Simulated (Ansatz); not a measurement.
# AlS (doublet): the correlation ladder at distance Al1–S2 = 2.032 Å, cc-pVDZ

Aim: climb from Hartree-Fock through coupled cluster and multireference methods for AlS (doublet) at one geometry and basis, and see what each rung misses.

Program: Ansatz 0.2.0, Gaussian basis. Level of theory: cc-pVDZ, core rule «outside noble gas», up to 10 orbitals frozen. These are calculated values, not measurements.

To be run: UHF; CCSD(T) on ROHF; CCSD(T) on UHF; BCCD(T) on ROHF; CISD; CCSDT(Q) on ROHF; CCSDT(Q) on UHF; CISDTQ; CCSDTQ on ROHF; CCSDTQ on UHF; CASSCF and MRCISD+Q, 3 electrons in 3 orbitals; CASSCF and NEVPT2, 3 electrons in 3 orbitals; CASSCF and MRCISD+Q, 9 electrons in 8 orbitals; CASSCF and NEVPT2, 9 electrons in 8 orbitals; Full CI.

2 further runs of the same task are left out: 2 for a known fault of the program.

## 1. What is computed

The geometry derives from a PBE0/def2-TZVP stationary point (not a proven minimum). One bond is set to the value named and the two fragments are kept rigid.

2 atoms, charge 0, spin multiplicity 2.

Atoms are counted from 1 here; the program's logs count them from 0.

Bond lengths: Al1–S2 2.032 Å.

## 2. UHF

Contents of in.yaml:

```yaml
crystal:
  periodic: [false, false, false]
  atoms:
    - {symbol: Al, position_ang: [0.000000, 0.000000, 0.000000]}
    - {symbol: S, position_ang: [0.000000, 0.000000, 2.031600]}
basis:
  gaussian: {orbitals: cc-pVDZ}
magnetization: {spin_polarized: true, initial_magnetization: 1}
hamiltonian: {xc: hf}
output: {orbitals: {seedname: orbitals}}
```

Run with:

```sh
$ ansatz run in.yaml --threads 1 --pin off --events-out ev --progress --plain --max-ram 3793MiB --backend cpu
```

Further steps of the session: CCSD(T) on ROHF; CCSD(T) on UHF; BCCD(T) on ROHF; CISD; CCSDT(Q) on ROHF; CCSDT(Q) on UHF; CISDTQ; CCSDTQ on ROHF; CCSDTQ on UHF; CASSCF and MRCISD+Q, 3 electrons in 3 orbitals; CASSCF and NEVPT2, 3 electrons in 3 orbitals; CASSCF and MRCISD+Q, 9 electrons in 8 orbitals; CASSCF and NEVPT2, 9 electrons in 8 orbitals; Full CI.

**Question.** What will the summary of the whole plan be? Wanted: FCI below the RHF energy; RMP2 from FCI; UMP2 from FCI; RCCSD from FCI; RCCSD(T) from FCI; UCCSD(T) from FCI; RCCSDT(Q) from FCI; UCCSDT(Q) from FCI; NEVPT2 pair from FCI.

**Answer**, as computed:

| quantity | value |
| --- | --- |
| FCI below the RHF energy | -5.4201 eV |
| RMP2 from FCI | +75.8 kJ/mol |
| UMP2 from FCI | +75.9 kJ/mol |
| RCCSD from FCI | +30.3 kJ/mol |
| RCCSD(T) from FCI | +4.8 kJ/mol |
| UCCSD(T) from FCI | +5.1 kJ/mol |
| RCCSDT(Q) from FCI | +0.3 kJ/mol |
| UCCSDT(Q) from FCI | -0.7 kJ/mol |
| NEVPT2 pair from FCI | +74.9 kJ/mol |
| MRCISD+Q pair from FCI | +13.9 kJ/mol |
| NEVPT2 valence from FCI | +78.9 kJ/mol |
| levels within 1 kcal/mol (43 meV) | RCCSDT, UCCSDT, CISDTQ, RCCSDT(Q), UCCSDT(Q), RCCSDTQ, UCCSDTQ |
| T1 diagnostic | 0.042 |
| effectively unpaired electrons | 1.12 |

In words: RCCSD(T) misses by +4.8 kJ/mol, 0.9 % of the correlation energy. UCCSDT(Q) falls below full CI: unrestricted runs freeze a spin-polarised core, another one than full CI's, and coupled cluster isn't variational. The occupations are near whole numbers, but T1 = 0.042 shows that the orbitals relax strongly. Of the multireference levels listed MRCISD+Q valence comes nearest in total energy (+4.4 kJ/mol), which doesn't show that its space is the better one. These misses are within one basis, not against nature; the frozen cores of restricted and unrestricted runs differ, which can shift their rows.
